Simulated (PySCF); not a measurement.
How exact exchange moves a shielding

Molecule: `InChI=1S/C4H10S2/c1-3-4-6-5-2/h3-4H2,1-2H3`.

Bonds (- single, = double, # triple, : aromatic): C1-C2, C2-C3, C3-S4, S4-S5, S5-C6. C1 carries H7, H8, H9; C2 carries H10, H11; C3 carries H12, H13; C6 carries H14, H15, H16.

GIAO shieldings (ppm, equivalent atoms averaged) in PySCF 2.14.0 with density-fitted response routines on the PBE0-D3(BJ)/def2-SVP geometry, basis pcSseg-1, gas phase, non-relativistic:

```csv
functional,exact exchange (%),σ(S4),σ(S5)
BLYP,0,325.2,422.3
BP86,0,352.4,450.2
PBE,0,356.9,453.8
B3LYP,20,360.5,453.7
PBE0,25,399.1,491.0
BHandHLYP,50,409.7,501.3
HF,100,490.6,573.8
```

Question: Fit each shielding as a line in the percentage of exact exchange.

Answer: σ(S4) = 344.7 + 1.44 x (rms 12.8 ppm); σ(S5) = 441.6 + 1.31 x (rms 12.6 ppm). The functionals also differ in their semilocal parts, which the line can't hold; Hartree–Fock has no correlation at all.

Question: What does the line predict for mPW1PW91 (25 %), and what does the run give?

Answer: σ(S4): 380.7 predicted, 395.2 computed; σ(S5): 474.4 predicted, 486.3 computed ppm.
